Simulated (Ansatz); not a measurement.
## Which isomer of C2H6B+ gives these data?

These gas-phase data were calculated for one isomer of C2H6B+ at PBE-D3(BJ)/def2-SVP (harmonic, unscaled wavenumbers; equilibrium rotational constants with average atomic masses):

| Property | Result |
| --- | --- |
| rotational constants | 76.46, 6.563, 6.563 GHz |
| all wavenumbers above 1500 cm⁻¹ | 3029, 3029, 3027, 3027, 2940, 2929, 1521 |

Candidates:

(1) `C[B+]C`, a singlet
(2) `[BH+]CC`, a singlet

Q: Assign the data to one candidate and say why.

A: Candidate (1). No mode falls between 2350 and 2900 cm⁻¹, where the B–H stretch of (2) would stand.

The same quantities for all candidates:

```tsv
	rotational constants (GHz)	wavenumbers above 1500 cm⁻¹	E above the lowest, PBE-D3(BJ)/def2-SVP (kcal/mol)
(1)	76.46, 6.563, 6.563	3029, 3029, 3027, 3027, 2940, 2929, 1521	0.0
(2)	40.99, 8.716, 7.916	3128, 3128, 3016, 2875, 2837, 2754	36.3
```

Harmonic stretches to hydrogen usually lie a few per cent above observed fundamentals. Each candidate is one conformer. Programs: Ansatz 0.2.0.
